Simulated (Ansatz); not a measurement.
Program: Ansatz. Geometries: PBE0-D4/def2-TZVP. ΔE: electronic, gas phase. CCSD(T)/CBS is the MP2 limit (def2-TZVPP, def2-QZVPP) plus CCSD(T) − MP2 in def2-TZVPP, frozen cores. This one scheme is used for every species. Double bonds are as drawn, so ΔE can hold a change between cis and trans. One conformer a species, not always the lowest.

`C/C(Cl)=C/CF` + H–F → `C/C(Cl)=C/F` + `CF`  (substitution at a C–C bond)

```
       species  HF/def2-TZVPP energy (Eh)
`C/C(Cl)=C/CF`                 -713.99457
           H–F                 -100.06520
 `C/C(Cl)=C/F`                 -674.94089
          `CF`                 -139.10222
```

**Question.** Work out ΔE.

**Answer.** ΔE = (-674.94089) + (-139.10222) − (-713.99457) − (-100.06520) = 0.01666 Eh = +10.5 kcal/mol. CCSD(T)/CBS gives +16.4 kcal/mol.

Largest T1 diagnostic among the species: 0.011.

In def2-TZVPP, CCSD(T) changes the Hartree–Fock value by +4.9 kcal/mol (the triples alone add +0.5 kcal/mol) and MP2 by +7.3 kcal/mol. The D4 term adds +1.8 kcal/mol with B3LYP and +1.0 kcal/mol with PBE0; it sums over pairs of atoms, weighted by their polarisabilities, and B3LYP, whose exchange is more repulsive, gets the larger term.

B3LYP here is the variant with VWN-RPA as its local correlation; programs differ in this.
